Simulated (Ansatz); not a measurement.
Abridged output of a molecular run in Ansatz:

```
Functional definition: HF
847 factors; integrals over basis functions are off by at most 1.2e-3 eV
mean field evaluation 1: about -3305.9032 eV, gradient 2.5e1 eV
mean field evaluation 2: about -3305.9056 eV, gradient 2.5e1 eV
mean field evaluation 4: about -3307.8042 eV, gradient 2.5e0 eV
mean field evaluation 8: about -3307.8221 eV, gradient 6.1e-5 eV
mean field -3307.82211517 eV, -121.5602206102 hartree, gradient 1.8e-6 eV, S^2 0.000000; 0 other end points of the search recorded, 0 dependent functions left out
3 core orbitals not correlated: weight in the atoms' cores, before any rotation towards them, 1.000 or more for the frozen orbitals, at most 0.000 for the correlated occupied ones
reference -3307.82211517 eV, -121.5602206102 hartree; 10, 10 occupied and 69, 69 virtual orbitals, 847 factors
second order -11.94465104 eV of doubles, -0.00000000 eV of singles
cycle   1  -12.87541716 eV  change   -9.3e-1 eV  update   6.9e-2
cycle   2  -13.25112076 eV  change   -3.8e-1 eV  update   2.0e-2
cycle   3  -13.28525122 eV  change   -3.4e-2 eV  update   5.7e-3
cycle   4  -13.28587746 eV  change   -6.3e-4 eV  update   1.5e-3
cycle   5  -13.28617930 eV  change   -3.0e-4 eV  update   3.8e-4
cycle   6  -13.28616497 eV  change    1.4e-5 eV  update   1.1e-4
cycle   7  -13.28615429 eV  change    1.1e-5 eV  update   2.8e-5
cycle   8  -13.28615763 eV  change   -3.3e-6 eV  update   8.6e-6
perturbative correction -0.32943417 eV, -0.0121064823 hartree
Total energy: -3321.43770697 eV, -122.0605843797 hartree
```

Its atoms:

```xyz
11

B     1.325    0.155    0.187
N    -0.238   -0.106    0.553
C    -1.137   -0.074   -0.609
H     1.921    0.096    1.243
H     1.358    1.258   -0.320
H     1.629   -0.733   -0.583
H    -0.309   -1.004    1.020
H    -0.526    0.593    1.232
H    -0.806   -0.833   -1.315
H    -1.042    0.900   -1.085
H    -2.175   -0.253   -0.323
```

(1) Which basis set was used?
A. cc-pV(Q+d)Z
B. cc-pV(T+d)Z
C. def2-TZVPPD
D. def2-SVP

(2) Write the keys of the input that set method, charge and spin (a neutral closed shell needs none for the last two).

Results:

(1) D. It gives 82 functions.

(2) 
```yaml
correlation: {method: ccsd_t}
```
